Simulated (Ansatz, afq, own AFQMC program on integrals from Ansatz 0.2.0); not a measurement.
# BSiH₂, doublet: AFQMC among the cluster methods

```
atom   x (Å)    y (Å)    z (Å)
  Si  0.0000  -0.0056   0.5918
   B  0.0000  -0.0781  -1.2510
   H  0.0000   1.1503  -0.7632
   H  0.0000  -0.1579  -2.3090
```

Connectivity, by distances: Si–BH, 1 bridging H.

Basis cc-pVDZ. Noble-gas cores (and the filled d shells of Ga–Kr and In–Xe) are frozen. Ansatz 0.2.0 and our own AFQMC program on the same integrals; the CISD trial comes from CCSD amplitudes, and released means the phaseless constraint is let go. ± is one standard error of the sampling.

Determinant: UHF, the one that the program's search chose, which needn't be the lowest solution. The geometry is a point of a scan.

No full CI on the walks' own integrals is used here; CCSDT(Q) serves as the reference and is uncertain by about the last step of the cluster series.

Cautions: the released energies move by 1.5 errors or more from one time to the next, so no released level is given (meV from the phaseless value at times in 1/Eh: -8 ± 10 at 0.24, -36 ± 9 at 0.51, -54 ± 11 at 0.99, -45 ± 11 at 1.62, -76 ± 12 at 2.40), though the last usable value meets CCSDT(Q) within the noise.

```
T1 diagnostic                               : 0.0205
weight of the determinant in the CISD state : 0.877
⟨S²⟩ of the determinant                     : 0.762
size of the correlated space                : 9 electrons in 36 orbitals
```

Reference: CCSDT(Q), correlation energy -5.383 eV.

```tsv
level	E − E(reference) (meV)	share of correlation (%)
HF	5382.7	0.00
MP2	1155.8	78.53
CCSD	234.6	95.64
CCSD(T)	47.1	99.13
CCSDT	11.5	99.79
ph-AFQMC/HF	121.4 ± 44.2	97.74
ph-AFQMC/CISD	52.2 ± 9.5	99.03
```

A walk keeps the symmetry of its determinant, which the program's search chose and which needn't be the lowest solution, so a lower state of the same spin and another symmetry isn't excluded.
